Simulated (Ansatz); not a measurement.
# C4H5FO: the cost of one run

All numbers below are computed with Ansatz 0.2.0 (UKS PBE0/STO-3G).

## 1. Starting point

Bond lengths: C1–O2 1.419 Å, O2–C3 1.374 Å, C3–C4 1.285 Å, C4–F5 1.413 Å, C3–C6 1.451 Å, C4–C6 1.362 Å, C1–H7 1.056 Å, C1–H8 1.142 Å, C1–H9 1.099 Å, C6–H10 1.066 Å, C6–H11 1.079 Å. Angles (14 of 19 angles, heavy atoms first): C1–O2–C3 110.3°, O2–C3–C4 126.5°, O2–C3–C6 126.0°, C4–C3–C6 59.3°, C3–C4–F5 117.2°, C3–C4–C6 66.4°, F5–C4–C6 126.7°, C3–C6–C4 54.3°, O2–C1–H7 110.3°, O2–C1–H8 107.2°, O2–C1–H9 115.0°, C3–C6–H10 117.1°, C3–C6–H11 114.9°, C4–C6–H10 117.0°.

Coordinates:

```xyz
11

C    -0.3869   -0.5352    1.7623
O    -0.1840   -0.7904    0.3816
C     0.1238    0.3746   -0.2781
C    -0.3798    0.7797   -1.3892
F    -1.4428    0.0223   -1.9316
C     0.9485    0.4895   -1.4666
H    -0.6712   -1.4213    2.2615
H    -1.2400    0.2194    1.8446
H     0.4607   -0.0604    2.2771
H     1.6230    1.3141   -1.5125
H     1.2141   -0.4492   -1.9284
```

## 2. Preparing the start

Input file input.yaml:

```yaml
crystal:
  periodic: [false, false, false]
  atoms:
    - { symbol: C, position_ang: [-0.3869, -0.5352, 1.7623] }
    - { symbol: O, position_ang: [-0.184, -0.7904, 0.3816] }
    - { symbol: C, position_ang: [0.1238, 0.3746, -0.2781] }
    - { symbol: C, position_ang: [-0.3798, 0.7797, -1.3892] }
    - { symbol: F, position_ang: [-1.4428, 0.0223, -1.9316] }
    - { symbol: C, position_ang: [0.9485, 0.4895, -1.4666] }
    - { symbol: H, position_ang: [-0.6712, -1.4213, 2.2615] }
    - { symbol: H, position_ang: [-1.24, 0.2194, 1.8446] }
    - { symbol: H, position_ang: [0.4607, -0.0604, 2.2771] }
    - { symbol: H, position_ang: [1.623, 1.3141, -1.5125] }
    - { symbol: H, position_ang: [1.2141, -0.4492, -1.9284] }
magnetization:
  spin_polarized: true
basis:
  gaussian: { orbitals: STO-3G }
hamiltonian:
  xc: pbe0
relax:
  f_tol: 0.02
  max_steps: 40
```

On the command line:

```sh
> ansatz run input.yaml --threads 1 --pin off --max-ram 2048MiB --backend cpu --events-out ev --progress --plain --runs-dir out
```

What time and memory should one allow on 1 thread of Arm Neoverse V2, shared host?

About 61 s, with a peak of 0.14 GiB.
